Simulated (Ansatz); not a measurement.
Relaxed structures of AlBH₃Cl, closed shell (PBE0-D4/def2-TZVP; forces vanish, vibrations not checked; lower isomers may exist, and structures with a doubtful reference or unclear bonds are left out; Å). Ansatz 0.2.0; basis: def2-TZVPP; cores frozen in the correlated methods.

(1) Rank them by CCSD(T) energy, lowest first, and give each one's height above the lowest. Links in brackets join atoms within 1.22 times the sum of their covalent radii (1.1 for two metals). (Judge from chemistry; the value comes from the calculation.)
A.
AlBH₃Cl ([AlH2][BH][Cl])
```
6
angstrom
Al -0.7749 0.4364 -0.5782
B 0.6903 -0.3407 0.7573
Cl 1.9462 -1.3659 0.0839
H -2.1068 -0.3792 -0.8829
H -0.5410 1.8249 -1.3192
H 0.7863 -0.1756 1.9390
```
B.
AlBH₃Cl ([BH2][AlH][Cl])
```
6
angstrom
Al -0.2454 -0.5310 -0.3432
B 0.6219 0.3750 1.3590
Cl 0.9197 -2.0119 -1.2943
H -1.6612 -0.2318 -0.9869
H 1.3088 1.3543 1.2860
H 0.4716 -0.0614 2.4650
```
C.
AlBH₃Cl ([AlH][BH][ClH])
```
6
angstrom
Al -0.7535 0.1015 -0.4761
B 0.6083 -0.5231 0.8115
Cl 1.6285 -1.9493 0.1183
H -2.2242 -0.0263 -1.0683
H 2.8590 -1.6507 -0.3212
H 1.1708 -0.0110 1.7282
```

T1 diagnostic: at most 0.019. The restricted Hartree–Fock reference is unstable towards an unrestricted one at one or more of these structures.

Results:

(1) Computed: B (0.0 kJ/mol), A (73.5 kJ/mol), C (421.3 kJ/mol). Heights count from the lowest.

For scale, one of the runs: CCSD(T)/def2-TZVPP, 157 basis functions, launched by `ansatz run in.yaml --threads 2 --pin off --events-out ev --progress --plain --max-ram 4352MiB`. The run took 16 s on 2 CPU threads of an Arm Neoverse V1 (shared host), with 0.99 GiB of host memory at its peak.
